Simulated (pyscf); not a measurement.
## Routes from H₂C=Se (SMILES C=[Se])

Candidate steps break at most two bonds and form at most two. Each was searched with GFN2-xTB (tblite) first. Optimised with ωB97X-D3(BJ)/def2-SVP in PySCF. Energies: ωB97M-D3(BJ)/def2-TZVP, kcal/mol, from the reactant's lowest minimum found, singlet surface; ΔG‡ with ideal gas, 1 atm, RRHO with modes under 100 cm⁻¹ raised to 100, one conformer, R ln 2 for chiral ones without a mode under 150 cm⁻¹.

| products | type | ΔE‡ | ΔE | ΔG‡ 298 K | ΔG‡ 900 K | ν‡ (cm⁻¹) |
|---|---|---|---|---|---|---|
| :HC–SeH [singlet] | hydrogen shift | 82.5 | +47.8 | 76.6 | 73.9 | 1837i |
| :C=Se [singlet] + H₂ | 1,1-elimination | 91.4 | +54.8 | 85.3 | 83.5 | 1377i |

Plain bond fissions and candidates not yet searched are not listed, and one of them may be faster. Each barrier is that of the saddle found; lower ones may exist. A restricted solution here is unstable towards spin polarisation, so biradical character is likely and single-reference numbers are less safe. Elements up to Kr have no core potential and no relativistic terms here.
